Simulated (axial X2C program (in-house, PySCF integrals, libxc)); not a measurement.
# ClMg: bond curves with and without spin–orbit coupling

What are the state, bond length, wavenumber and bond energy of ClMg, and what does spin–orbit coupling change?

Program: an in-house X2C program for linear molecules on PySCF integrals. Level of theory: all-electron X2C, Cl dyall-av3z, Mg dyall-cv3z. These are calculated values, not measurements.

## Step 1: Set-up

File task.json:

```json
{
 "zs": [
  17,
  12
 ],
 "q": 0,
 "bas": [
  "dyall-av3z",
  "dyall-cv3z"
 ],
 "levels": [
  "PBE0",
  "HF",
  "TPSS"
 ],
 "cc": true,
 "r0": 2.38,
 "thr": -2.0,
 "nmax": 90,
 "npts": 10,
 "nst": 2,
 "ntry": 6
}
```

Keys: zs atomic numbers; q charge; bas basis sets; levels methods (HF also brings MP2); cc coupled cluster on or off; r0 starting distance in Å; thr threshold in hartree for freezing inner shells (an s shell follows its p shell); nmax most natural virtual spinors; npts points asked for on the curve; nst determinants followed; ntry starts of the search.

Run with:

```bash
python so2c.py task.json out
```

Spin-free means the one-electron spin-free X2C Hamiltonian; two-component (2c) means X2C with spin–orbit coupling and atomic mean-field two-electron Coulomb and Gaunt terms. Basis: Cl dyall-av3z contracted to [9s8p3d2f], Mg dyall-cv3z contracted to [9s8p6d3f]; Gaussian nuclei, density fitting. Masses: Cl 34.969 u, Mg 23.985 u.

Notation: σ, π±, δ± give the projection m of an orbital's angular momentum (0, ±1, ±2), α and β its spin, Λ and M_S the sums; ω is the projection of a spinor's total angular momentum and Ω the sum. Logs are in hartree.

The results follow Hamiltonian by Hamiltonian and level by level.

## Step 2: Which state to follow

PBE0 moves the distance from 2.380 Å to 2.215 Å and compares determinants there.

Spin-free determinants:

```json
{"ΔE (eV)": "0.00", "state": "M_S = 1/2, Λ = 0", "open shells": "beyond closed shells: σα"}
{"ΔE (eV)": "3.20", "state": "M_S = 1/2, Λ = 1", "open shells": "beyond closed shells: π+α"}
{"ΔE (eV)": "4.80", "state": "M_S = 1/2, Λ = 1", "open shells": "beyond closed shells: π+α, π+β, π-α"}
{"ΔE (eV)": "6.51", "state": "M_S = 3/2, Λ = 0", "open shells": "beyond closed shells: σα, π+α, π+β, 2 × π-α"}
{"ΔE (eV)": "6.51", "state": "M_S = 3/2, Λ = 2", "open shells": "beyond closed shells: σα, 2 × π+α, π+β, π-α"}
{"ΔE (eV)": "6.59", "state": "M_S = 1/2, Λ = 2", "open shells": "beyond closed shells: σα, 2 × π+α, π+β, π-β"}
```

Two-component determinants:

```json
{"ΔE (eV)": "0.00", "state": "Ω = 1/2", "open shells": "excess of +ω over −ω: ω = 1/2"}
{"ΔE (eV)": "3.20", "state": "Ω = 3/2", "open shells": "excess of +ω over −ω: ω = 3/2"}
{"ΔE (eV)": "4.76", "state": "Ω = 3/2", "open shells": "excess of +ω over −ω: ω = 3/2"}
{"ΔE (eV)": "6.48", "state": "Ω = 7/2", "open shells": "excess of +ω over −ω: ω = 1/2, 2 × ω = 3/2"}
{"ΔE (eV)": "6.63", "state": "Ω = 5/2", "open shells": "excess of +ω over −ω: 2 × ω = 1/2, ω = 3/2"}
{"ΔE (eV)": "7.18", "state": "Ω = 1/2", "open shells": "excess of +ω over −ω: 2 × ω = -1/2, ω = 3/2"}
{"ΔE (eV)": "7.19", "state": "Ω = 5/2", "open shells": "excess of +ω over −ω: ω = -1/2, 2 × ω = 3/2"}
```

## Step 3: PBE0, spin-free

State followed: M_S = 1/2, Λ = 0 (beyond closed shells: σα). The scan is laid around 2.215 Å, a first estimate of the minimum, and this SCF restarts from the orbitals of the search.

The SCF at the reference distance of 2.215 Å:

```text
spin-free X2C-1e  PBE0
basis functions 146  fitting functions 616  grid points 4362
iter        total energy     max residual
   1       -661.838489598     5.86e-05
   2       -661.838489604     3.71e-05
   3       -661.838489625     9.31e-06
   4       -661.838489625     4.81e-06
converged
one-electron -1015.26566411  Coulomb 349.40578941  exact exchange -10.94876989  xc functional -33.76670781  nuclear repulsion 48.73686277
```

Along the bond, energies from the lowest point:

```tsv
R (Å)	E (eV)	μ (D)	HOMO (eV)	LUMO (eV)	iterations
1.927	0.6499	2.10	-5.39	-2.39	25
2.016	0.2642	2.49	-5.51	-2.51	21
2.082	0.1017	2.80	-5.60	-2.61	20
2.148	0.0200	3.12	-5.70	-2.71	19
2.215	0.0000	3.45	-5.79	-2.82	4
2.292	0.0350	3.84	-5.90	-2.95	19
2.370	0.1154	4.23	-6.01	-3.08	18
2.470	0.2644	4.75	-6.15	-3.25	20
2.591	0.4882	5.37	-6.30	-3.46	20
2.769	0.8494	6.23	-6.50	-3.74	21
```

Dipoles are positive if Mg is the positive end.

Outer orbitals at the reference distance:

```tsv
symmetry	occupied	ε (eV)	atomic character
σα	yes	-21.50	82% Cl s, 7% Mg p, 5% Mg d
σβ	yes	-21.38	82% Cl s, 7% Mg p, 5% Mg d
σα	yes	-9.62	80% Cl p, 13% Mg s, 3% Mg p
σβ	yes	-9.35	82% Cl p, 10% Mg s, 4% Mg p
π+α	yes	-8.36	90% Cl p, 4% Mg p, 4% Mg d
π-α	yes	-8.36	90% Cl p, 4% Mg p, 4% Mg d
π-β	yes	-8.33	91% Cl p, 4% Mg d, 4% Mg p
π+β	yes	-8.33	91% Cl p, 4% Mg d, 4% Mg p
σα	yes	-5.79	56% Mg s, 28% Mg p, 10% Cl p
σβ	no	-2.82	64% Mg s, 17% Mg p, 9% Cl p
π+α	no	-1.20	86% Mg p, 5% Mg d, 4% Cl d
π-α	no	-1.20	86% Mg p, 5% Mg d, 4% Cl d
π-β	no	-0.20	86% Mg p, 7% Cl p, 5% Cl d
```

PBE0 fields in the half plane through the axis: z from -2.4 to 4.5 Å across, distance from the axis 0.15 to 2.25 Å upwards; Cl lies at z = 0 and Mg at z = 2.215 Å; the ELF is damped to zero where the density is low.

log10 density (e/bohr³). Ten even steps from ' ' (-4.86 ) to '@' (1.28 ):
```
    ......::::::::::::::::::::::::::::::::::::..
  ....::::::----------------------------::::::::
  ..::::----============--------------------::::
....::----====++++++====================------::
..::----==++++++++++++++==================------
..::--====++**********++++++++++++++========----
::::--==++****######****++++**####**++======----
::::--==++****%%@@%%****++**##@@%%##++======----
```

ELF. Ten even steps from '0' (0.00 ) to '9' (1.00 ):
```
000000001000000257776310
000001222211001489999851
000013445442112589999985
000135677664311369999998
001256788876410014899999
001468888887500110499999
002478830388504873179999
002578637368408577159999
```

Re = 2.207 Å, ωe = 456 cm⁻¹, ωexe = 2.1 cm⁻¹, Be = 0.2432 cm⁻¹, De = 3.37 eV, μ = 3.41 D.

## Step 4: HF, spin-free

The SCF at the reference distance of 2.215 Å:

```text
spin-free X2C-1e  HF
basis functions 146  fitting functions 616  grid points 4362
iter        total energy     max residual
   1       -660.918091472     1.26e-01
   2       -660.930053538     5.34e-03
   3       -660.930547279     2.97e-03
   4       -660.930610733     1.19e-03
   5       -660.930621292     2.79e-04
   6       -660.930622542     1.46e-04
   7       -660.930622720     3.67e-05
   8       -660.930622741     1.22e-05
   9       -660.930622746     8.00e-06
  10       -660.930622746     1.90e-06
converged
one-electron -1015.13192835  Coulomb 349.32032802  exact exchange -43.85588518  xc functional 0.00000000  nuclear repulsion 48.73686277
```

Re = 2.212 Å, ωe = 465 cm⁻¹, ωexe = 1.99 cm⁻¹, Be = 0.2421 cm⁻¹, De = 2.88 eV, μ = 3.50 D.

## Step 5: TPSS, spin-free

The SCF at the reference distance of 2.215 Å:

```text
spin-free X2C-1e  TPSS
basis functions 146  fitting functions 616  grid points 4362
iter        total energy     max residual
   1       -662.130267026     2.94e-02
   2       -662.131246925     3.68e-03
   3       -662.131265043     3.72e-03
   4       -662.131366495     4.82e-04
   5       -662.131369070     2.16e-04
   6       -662.131369988     5.63e-05
   7       -662.131370048     4.37e-05
   8       -662.131370069     2.77e-06
   9       -662.131370069     6.56e-07
converged
one-electron -1015.19790146  Coulomb 349.33298323  exact exchange 0.00000000  xc functional -45.00331461  nuclear repulsion 48.73686277
```

Re = 2.224 Å, ωe = 441 cm⁻¹, ωexe = 2.13 cm⁻¹, Be = 0.2396 cm⁻¹, De = 3.40 eV, μ = 3.26 D.

## Step 6: Correlated methods, spin-free

Correlated methods: 9 electrons correlated (frozen shells, counted by type: Cl 2 s, 1 p; Mg 2 s, 1 p), 241 virtual spinors in MP2, 89 natural virtuals in coupled cluster.

Output of the correlated part at 2.215 Å:

```text
correlated 9  virtual 241  natural virtual 89  E(MP2) -0.213842732  MP2 remainder -0.002233926
iter   CCSD correlation   residual
   1     -0.223582333   7.11e-02
   2     -0.227804746   2.22e-02
   3     -0.228153141   6.47e-03
   4     -0.228122951   2.30e-03
   5     -0.228133450   5.70e-04
   6     -0.228132702   1.57e-04
   7     -0.228133138   3.76e-05
   8     -0.228133230   1.14e-05
   9     -0.228133141   3.67e-06
  10     -0.228133164   1.02e-06
  11     -0.228133166   2.96e-07
(T) -0.009661913  T1 0.0113  D1 0.0207  max T2 0.032
```

T1 in the output is the amplitude norm over the root of the electron number; divide by √2 for the Lee–Taylor value.

MP2: Re = 2.217 Å, ωe = 459 cm⁻¹, Be = 0.241 cm⁻¹, De = 3.59 eV.

CCSD: Re = 2.214 Å, ωe = 460 cm⁻¹, ωexe = 1.97 cm⁻¹, Be = 0.2416 cm⁻¹, De = 3.15 eV. T1 at Re = 0.008 (Lee–Taylor, the printed value over √2).

CCSD(T): Re = 2.217 Å, ωe = 457 cm⁻¹, ωexe = 1.98 cm⁻¹, Be = 0.241 cm⁻¹, De = 3.24 eV. T1 at Re = 0.008 (Lee–Taylor, the printed value over √2).

## Step 7: The spin-free curves together

Energy (eV) of the followed determinant, spin-free, from each level's lowest point:

```tsv
R (Å)	PBE0	HF	MP2	CCSD	CCSD(T)	TPSS
1.927	0.650	0.702	0.710	n/a	n/a	0.700
2.016	0.264	0.291	0.299	0.291	0.298	0.299
2.082	0.102	0.115	0.122	0.117	0.121	0.125
2.148	0.020	0.025	0.029	0.026	0.029	0.032
2.215	0.000	0.000	0.000	0.000	0.000	0.000
2.292	0.035	0.033	0.028	0.030	0.028	0.021
2.370	0.115	0.114	0.105	0.109	0.104	0.088
2.470	0.264	0.268	0.253	0.259	0.251	0.221
2.591	0.488	0.503	0.480	n/a	n/a	0.424
2.769	0.849	0.886	0.856	n/a	n/a	0.757
```

## Step 8: PBE0, 2c

State followed: Ω = 1/2 (excess of +ω over −ω: ω = 1/2). The scan is laid around 2.215 Å, a first estimate of the minimum, and this SCF restarts from the orbitals of the search.

The SCF at the reference distance of 2.215 Å:

```text
two-component X2C + atomic mean field  PBE0
basis functions 146  fitting functions 616  grid points 4362
iter        total energy     max residual
   1       -661.742547447     1.68e-05
   2       -661.742547448     4.15e-06
converged
one-electron -1015.00977802  Coulomb 349.33268129  exact exchange -10.94643931  xc functional -33.75946465  nuclear repulsion 48.73686277  atomic mean-field constant -0.09640952
```

Along the bond, energies from the lowest point:

```tsv
R (Å)	E (eV)	μ (D)	HOMO (eV)	LUMO (eV)	iterations
1.927	0.6512	2.09	-5.39	-2.39	26
2.016	0.2650	2.49	-5.51	-2.51	22
2.082	0.1022	2.80	-5.60	-2.61	21
2.148	0.0202	3.12	-5.70	-2.71	20
2.215	0.0000	3.45	-5.79	-2.82	2
2.292	0.0347	3.84	-5.90	-2.95	20
2.370	0.1149	4.23	-6.01	-3.08	18
2.470	0.2638	4.74	-6.14	-3.25	20
2.591	0.4873	5.37	-6.30	-3.45	21
2.769	0.8482	6.23	-6.50	-3.74	21
```

Dipoles are positive if Mg is the positive end.

Outer spinors at the reference distance:

```json
{"ω": "1/2", "occupied": "yes", "ε (eV)": "-21.50", "atomic character": "82% Cl s, 7% Mg p, 5% Mg d", "λ mixture": "100% σ"}
{"ω": "-1/2", "occupied": "yes", "ε (eV)": "-21.39", "atomic character": "82% Cl s, 7% Mg p, 5% Mg d", "λ mixture": "100% σ"}
{"ω": "1/2", "occupied": "yes", "ε (eV)": "-9.62", "atomic character": "80% Cl p, 13% Mg s, 3% Mg p", "λ mixture": "100% σ"}
{"ω": "-1/2", "occupied": "yes", "ε (eV)": "-9.35", "atomic character": "82% Cl p, 10% Mg s, 4% Mg p", "λ mixture": "100% σ"}
{"ω": "-1/2", "occupied": "yes", "ε (eV)": "-8.39", "atomic character": "90% Cl p, 4% Mg p, 4% Mg d", "λ mixture": "100% π"}
{"ω": "1/2", "occupied": "yes", "ε (eV)": "-8.37", "atomic character": "91% Cl p, 4% Mg d, 4% Mg p", "λ mixture": "100% π"}
{"ω": "3/2", "occupied": "yes", "ε (eV)": "-8.32", "atomic character": "90% Cl p, 4% Mg p, 4% Mg d", "λ mixture": "100% π"}
{"ω": "-3/2", "occupied": "yes", "ε (eV)": "-8.29", "atomic character": "91% Cl p, 4% Mg d, 4% Mg p", "λ mixture": "100% π"}
{"ω": "1/2", "occupied": "yes", "ε (eV)": "-5.79", "atomic character": "56% Mg s, 28% Mg p, 10% Cl p", "λ mixture": "100% σ"}
{"ω": "-1/2", "occupied": "no", "ε (eV)": "-2.82", "atomic character": "64% Mg s, 17% Mg p, 9% Cl p", "λ mixture": "100% σ"}
{"ω": "-1/2", "occupied": "no", "ε (eV)": "-1.20", "atomic character": "86% Mg p, 5% Mg d, 4% Cl d", "λ mixture": "100% π"}
{"ω": "3/2", "occupied": "no", "ε (eV)": "-1.19", "atomic character": "86% Mg p, 5% Mg d, 4% Cl d", "λ mixture": "100% π"}
{"ω": "1/2", "occupied": "no", "ε (eV)": "-0.21", "atomic character": "86% Mg p, 7% Cl p, 5% Cl d", "λ mixture": "100% π"}
```

PBE0 fields in the half plane through the axis: z from -2.4 to 4.5 Å across, distance from the axis 0.15 to 2.25 Å upwards; Cl lies at z = 0 and Mg at z = 2.215 Å; the ELF is damped to zero where the density is low.

log10 density (e/bohr³). Ten even steps from '0' (-4.86 ) to '9' (1.28 ):
```
001112222222222222222221
011222333333333333332222
012233444444333333333322
112334455544444444443332
123345555555444444444333
123445666665555555444433
223456677766556776544433
223456689866567987544433
```

ELF. Ten even steps from '0' (0.00 ) to '9' (1.00 ):
```
000000001000000257776310
000001222211001489999851
000013445442112589999985
000135677664311369999998
001256788876410014899999
001468888887500110499999
002478830388504873179999
002578637368408577159999
```

Re = 2.207 Å, ωe = 456 cm⁻¹, ωexe = 2.1 cm⁻¹, Be = 0.2432 cm⁻¹, De = 3.36 eV, μ = 3.41 D.

## Step 9: HF, 2c

The SCF at the reference distance of 2.215 Å:

```text
two-component X2C + atomic mean field  HF
basis functions 146  fitting functions 616  grid points 4362
iter        total energy     max residual
   1       -660.822400723     1.26e-01
   2       -660.834359425     5.31e-03
   3       -660.834853464     2.98e-03
   4       -660.834916958     1.19e-03
   5       -660.834927520     2.78e-04
   6       -660.834928771     1.46e-04
   7       -660.834928949     3.68e-05
   8       -660.834928971     1.21e-05
   9       -660.834928976     8.01e-06
  10       -660.834928976     1.90e-06
converged
one-electron -1014.87633174  Coulomb 349.24753456  exact exchange -43.84658505  xc functional 0.00000000  nuclear repulsion 48.73686277  atomic mean-field constant -0.09640952
```

Re = 2.213 Å, ωe = 465 cm⁻¹, ωexe = 1.99 cm⁻¹, Be = 0.242 cm⁻¹, De = 2.82 eV, μ = 3.50 D.

## Step 10: TPSS, 2c

Output at 2.215 Å:

```text
two-component X2C + atomic mean field  TPSS
basis functions 146  fitting functions 616  grid points 4362
iter        total energy     max residual
   1       -662.034236822     2.94e-02
   2       -662.035217148     3.68e-03
   3       -662.035235131     3.72e-03
   4       -662.035336447     4.81e-04
   5       -662.035339018     2.17e-04
   6       -662.035339932     5.64e-05
   7       -662.035339991     4.36e-05
   8       -662.035340013     2.59e-06
   9       -662.035340013     6.54e-07
converged
one-electron -1014.94240365  Coulomb 349.26029974  exact exchange 0.00000000  xc functional -44.99368935  nuclear repulsion 48.73686277  atomic mean-field constant -0.09640952
```

Re = 2.224 Å, ωe = 441 cm⁻¹, ωexe = 2.14 cm⁻¹, Be = 0.2395 cm⁻¹, De = 3.40 eV, μ = 3.26 D.

## Step 11: MP2 and beyond, 2c

Correlated methods: 9 electrons correlated (frozen shells, counted by type: Cl 2 s, 1 p; Mg 2 s, 1 p), 241 virtual spinors in MP2, 90 natural virtuals in coupled cluster.

Output of the correlated part at 2.215 Å:

```text
correlated 9  virtual 241  natural virtual 90  E(MP2) -0.213860070  MP2 remainder -0.002102300
iter   CCSD correlation   residual
   1     -0.223707276   7.11e-02
   2     -0.227932292   2.22e-02
   3     -0.228282766   6.49e-03
   4     -0.228252381   2.31e-03
   5     -0.228262965   5.73e-04
   6     -0.228262225   1.58e-04
   7     -0.228262655   3.77e-05
   8     -0.228262751   1.14e-05
   9     -0.228262661   3.66e-06
  10     -0.228262684   1.02e-06
  11     -0.228262686   2.93e-07
(T) -0.009679557  T1 0.0113  D1 0.0207  max T2 0.032
```

MP2: Re = 2.218 Å, ωe = 458 cm⁻¹, Be = 0.2409 cm⁻¹, De = 3.55 eV.

CCSD: Re = 2.215 Å, ωe = 460 cm⁻¹, ωexe = 1.96 cm⁻¹, Be = 0.2415 cm⁻¹, De = 3.11 eV. T1 at Re = 0.008 (Lee–Taylor, the printed value over √2).

CCSD(T): Re = 2.218 Å, ωe = 457 cm⁻¹, ωexe = 1.96 cm⁻¹, Be = 0.2409 cm⁻¹, De = 3.21 eV. T1 at Re = 0.008 (Lee–Taylor, the printed value over √2).

## Step 12: The 2c curves together

Energy (eV) of the followed determinant, 2c, from each level's lowest point:

```tsv
R (Å)	PBE0	HF	MP2	CCSD	CCSD(T)	TPSS
1.927	0.651	0.704	0.711	n/a	n/a	0.701
2.016	0.265	0.292	0.300	0.292	0.299	0.300
2.082	0.102	0.116	0.122	0.118	0.122	0.126
2.148	0.020	0.025	0.029	0.027	0.029	0.032
2.215	0.000	0.000	0.000	0.000	0.000	0.000
2.292	0.035	0.032	0.028	0.030	0.027	0.021
2.370	0.115	0.114	0.104	0.109	0.103	0.088
2.470	0.264	0.268	0.252	0.259	0.250	0.220
2.591	0.487	0.502	0.480	n/a	n/a	0.423
2.769	0.848	0.885	0.855	n/a	n/a	0.756
```

Time for the job: 79 s (1 thread of Arm Neoverse V1, shared host); peak memory 0.55 GiB.

## Step 13: What came out

Lowest determinant that the search found at its distance, spin-free: M_S = 1/2, Λ = 0 (beyond closed shells: σα).

Lowest determinant that the search found at its distance, 2c: Ω = 1/2 (excess of +ω over −ω: ω = 1/2).

```csv
Hamiltonian,level,Re (Å),ωe (cm⁻¹),De (eV),μ (D)
spin-free,PBE0,2.207,456,3.37,3.41
spin-free,HF,2.212,465,2.88,3.50
spin-free,MP2,2.217,459,3.59,n/a
spin-free,CCSD,2.214,460,3.15,n/a
spin-free,CCSD(T),2.217,457,3.24,n/a
spin-free,TPSS,2.224,441,3.40,3.26
2c,PBE0,2.207,456,3.36,3.41
2c,HF,2.213,465,2.82,3.50
2c,MP2,2.218,458,3.55,n/a
2c,CCSD,2.215,460,3.11,n/a
2c,CCSD(T),2.218,457,3.21,n/a
2c,TPSS,2.224,441,3.40,3.26
```

Dipoles are positive if Mg is the positive end.

Time per point (s) on 1 thread of Arm Neoverse V1, shared host (2c runs; CCSD comes with the CCSD(T) run); the times are rough: PBE0 0.55, HF 0.34, MP2 0.45, CCSD(T) 2.5, TPSS 0.73.

In words: At CCSD(T), going from spin-free to two-component changes Re by 0 mÅ, ωe by -0.1 %; the spin-free picture holds up (part of it comes from the scalar share of the two-electron terms). De moves by -0.04 eV; both De rest on single-determinant atoms, which can miss part of an open shell's spin–orbit lowering.

De refers to Cl + Mg, each in the lowest determinant found, which need not be this curve's own limit. The state is a single determinant with fixed occupations, the lowest that a limited PBE0 search found. Dissociation energies refer to the lowest single-determinant-based atoms at the same level and basis. Density functionals use the spin component along the axis (collinear). CCSD and (T) use frozen natural virtuals with an MP2 correction for the truncation. The meta-GGAs lack a current-density term, which matters for open shells with orbital currents, atoms included.
